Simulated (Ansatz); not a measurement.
Input for Ansatz (a program for electronic structure): U-r2SCAN/def2-TZVPP on C2H3O (SMILES C[C]=O), 2S+1 = 2, atoms moved off the minimum.

Ansatz 0.2 input:
```yaml
crystal:
  periodic: [false, false, false]
  atoms:
    - {symbol: C, position_ang: [-1.28735583, 0.13680939, 0.03995673]}
    - {symbol: C, position_ang: [0.21510001, -0.30110002, 0.25847833]}
    - {symbol: O, position_ang: [1.20397775, 0.13432103, -0.27570200]}
    - {symbol: H, position_ang: [-1.56269303, 0.18235436, 1.12161831]}
    - {symbol: H, position_ang: [-1.75285151, -0.55483069, -0.40019511]}
    - {symbol: H, position_ang: [-1.26836211, 0.94393556, -0.41206562]}
basis:
  gaussian:
    orbitals: def2-TZVPP
hamiltonian:
  xc: {name: r2SCAN}
magnetization: {spin_polarized: true, initial_magnetization: 1}
output: {forces: true}
```

Program output:

```
Functional definition: r2SCAN
[...]
integrals: 0.03 GiB planned
688 factors; their error is unknown
mean field: 0.47 GiB planned
mean field evaluation 1: about -4159.2961 eV, gradient 4.2e1 eV
mean field evaluation 2: about -4153.1133 eV, gradient 5.7e1 eV
mean field evaluation 4: about -4166.3284 eV, gradient 4.0e0 eV
mean field evaluation 8: about -4166.3855 eV, gradient 2.8e-1 eV
mean field evaluation 16: about -4166.3857 eV, gradient 8.5e-5 eV
mean field -4166.38565334 eV, -153.1118486825 hartree, gradient 8.6e-5 eV, S^2 0.754181; 0 other end points of the search recorded, 0 dependent functions left out
the calculation of the forces begins
reference -4166.38566303 eV, -153.1118490388 hartree; 12, 11 occupied and 123, 124 virtual orbitals, 688 factors
Total energy: -4166.38566303 eV, -153.1118490388 hartree
Atom 0 at    -1.287356     0.136809     0.039957 Å, force     5.255553    -2.614324     9.072900 eV/Å
Atom 1 at     0.215100    -0.301100     0.258478 Å, force     1.119569     0.662750    -1.579215 eV/Å
Atom 2 at     1.203978     0.134321    -0.275702 Å, force    -1.965500    -0.674439     1.043212 eV/Å
Atom 3 at    -1.562693     0.182354     1.121618 Å, force    -0.538502     0.323832    -1.000328 eV/Å
Atom 4 at    -1.752852    -0.554831    -0.400195 Å, force    -3.750786    -5.608176    -3.362999 eV/Å
Atom 5 at    -1.268362     0.943936    -0.412066 Å, force    -0.120333     7.910357    -4.173570 eV/Å
Dipole moment:    -0.526705     0.039672     0.025485 e Å
```

Self-consistency was reached.

Cost: roughly 4 core-seconds.
